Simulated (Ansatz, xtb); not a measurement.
# CH3LiS: which of two structures lies lower

We compare I, `[Li][S]C`, a singlet, with II, a singlet given by its coordinates. Both are isolated molecules in the gas phase, relaxed with PBE0-D3(BJ)/def2-SVP.

I (Å):

```xyz
6

C    -1.4402    0.4011   -0.2643
Li   -4.3372    0.4609    1.1385
S    -2.9614   -0.5983   -0.1055
H    -0.7113   -0.1604   -0.8679
H    -1.6213    1.3599   -0.7753
H    -0.9688    0.6102    0.7090
```

II (Å):

```xyz
6

C    -1.7233    0.6379    0.5316
Li   -3.5924    0.2066    0.7408
S    -2.3575    0.4400   -1.2345
H    -2.2589   -0.9063   -1.3285
H    -0.7566    0.1100    0.5804
H    -1.4692    1.7154    0.5485
```

Close contacts (Å): C1–Li2 1.93, C1–S3 1.89, Li2–S3 2.34, C1–H5 1.10, C1–H6 1.11, S3–H4 1.35.

Quicker runs give these differences E(II) − E(I): GFN2-xTB +35.2 kcal/mol; HF/STO-3G +46.2 kcal/mol (at GFN2-xTB geometries); r2SCAN-D4/def2-SVP +32.6 kcal/mol (at GFN2-xTB geometries).

Estimate E(II) − E(I) at the level CCSD(T)/def2-TZVPP.

Calculated at CCSD(T)/def2-TZVPP: E(II) − E(I) = +30.3 kcal/mol, so structure I lies lower.

The same difference at several levels:

```
               level              geometry  E(II) − E(I) (kcal/mol)  departure from the last row (kcal/mol)  job, with rough time for the two
            GFN2-xTB              GFN2-xTB                     +35.2                                    +4.9              optimisation, 0.42 s
           HF/STO-3G              GFN2-xTB                     +46.2                                   +15.8              single point, 0.86 s
  r2SCAN-D4/def2-SVP              GFN2-xTB                     +32.6                                    +2.3               single point, 5.9 s
PBE0-D3(BJ)/def2-SVP  PBE0-D3(BJ)/def2-SVP                     +31.0                                    +0.7                optimisation, 42 s
       HF/def2-TZVPP  PBE0-D3(BJ)/def2-SVP                     +34.7                                    +4.4           part of the CCSD(T) run
      MP2/def2-TZVPP  PBE0-D3(BJ)/def2-SVP                     +31.2                                    +0.9           part of the CCSD(T) run
  CCSD(T)/def2-TZVPP  PBE0-D3(BJ)/def2-SVP                     +30.3                                                        single point, 55 s
```

None of the levels shown reverses the order. The largest departure from CCSD(T)/def2-TZVPP is that of HF/STO-3G, 15.8 kcal/mol. A small imaginary or near-zero mode remains, so no thermal terms are given.

The correlated steps freeze 6 core orbitals; the last core shell of Li is correlated, in a basis made for valence electrons. Codes used: Ansatz 0.2.0, xtb 6.7.1; the last row on 1 thread of AMD EPYC (Zen 3) on a shared host.
